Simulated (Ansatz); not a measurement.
System: fcc Al. Method: PBEsol-D3(BJ) in Ansatz (PAW).

Numerical settings: plane-wave cutoff 520 eV, 24×24×24 k mesh, Fermi–Dirac smearing 0.05 eV, scalar-relativistic PAW data made under PBE.

Cell (relaxed at this level):

```xyz
1
Lattice="0.0000 1.9805 1.9805 1.9805 0.0000 1.9805 1.9805 1.9805 0.0000" Properties=species:S:1:pos:R:3 pbc="T T T"
Al     0.0000     0.0000     0.0000
```

Problem. Give the computed bulk modulus B0 and pressure derivative B′ of the bulk modulus.

Solution. 
bulk modulus B0: 90.5 GPa
pressure derivative B′ of the bulk modulus: 4.6

The run finds no gap.

Measured, for comparison: bulk modulus 80.8 GPa (corrected for temperature and zero-point phonon effects, our sources range from 77.1 to 82.0; as tabulated in Levämäki et al. (2014), arXiv:1402.3671). Computed (rounded) less measured: bulk modulus +12 % (+10 % to +17 % over the range).

Static lattice: no zero-point or thermal effects.

It cost very roughly 26 core-seconds of CPU time.

Ansatz is a first-principles code.
